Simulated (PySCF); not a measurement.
Compound: C₄H₇S (charge -1).
Structure used (PBE0-D3(BJ)/def2-SVP), in Å, numbered top down from 1:
```xyz
12
C4H7S angstrom
C      1.7453   -0.1131   -0.0436
C      0.3293   -0.0532    0.4623
C     -0.7807   -0.7105   -0.3133
C     -0.7232    0.8027   -0.2093
S     -1.9221    1.7351    0.7158
H      2.2518   -1.0644    0.2110
H      2.3584    0.7089    0.3679
H      1.7708   -0.0180   -1.1426
H      0.2169   -0.0747    1.5525
H     -0.5175   -1.2081   -1.2583
H     -1.5912   -1.1836    0.2498
H     -0.3405    1.2683   -1.1361
```

Method used: PySCF, delta-SCF UKS SCAN, pcX-2 on the ionised atom, pcseg-1 elsewhere, spin-free X2C. Each binding energy is the total energy of the core-ionised species, with the hole localised on one atom, minus that of the ground state; both are solved self-consistently, so orbital relaxation is included.

Some binding energies are withheld.

| atom(s) | bonded to | level | binding energy (eV) |
| --- | --- | --- | --- |
| C1 | C and 3 H | C 1s | 286.87 |
| C2 | 3 C and H | C 1s | ? |
| C3 | 2 C and 2 H | C 1s | 285.58 |
| C4 | S, 2 C and H | C 1s | 285.64 |
| S5 | C | S 1s | ? |

(1) Fill in C 1s for C2.

(2) What is the S 1s binding energy of S5?

Results:

(1) 285.73 eV (three-membered-ring carbon). The nearest listed C 1s value is that of C4; the shift against it is +0.09 eV.

(2) 2468.74 eV (thiolate sulfur).

Lowest listed C 1s: C3, bonded to 2 C and 2 H. Highest, 1.29 eV above it: C1, bonded to C and 3 H. The widest gap between neighbouring values is 1.14 eV, between 285.73 and 286.87 eV. Summing the Pauling electronegativity differences to the bonded atoms, each weighted by its formal bond order, gives -0.70 for the lowest site and -1.05 for the highest; the largest sum, -0.32, belongs to C4, 1.23 eV below the top. The smallest sum, -1.05, belongs to C1, 1.29 eV above the lowest.

Q: Which photon wavelength matches the C 1s of C3 threshold?

A: λ = hc/E = 12398.42 eV Å / 285.58 eV = 43.415 Å.

Not every level is listed. The species carries charge -1, so core ionisation leaves a neutral species. The basis sets have no added diffuse functions. Isolated species at its PBE0-D3(BJ)/def2-SVP geometry, gas phase. The geometry's basis has no diffuse functions, a weakness for an anion.

Hardware: Arm Neoverse V2, one thread, shared host. Cost: 35 s of wall time.
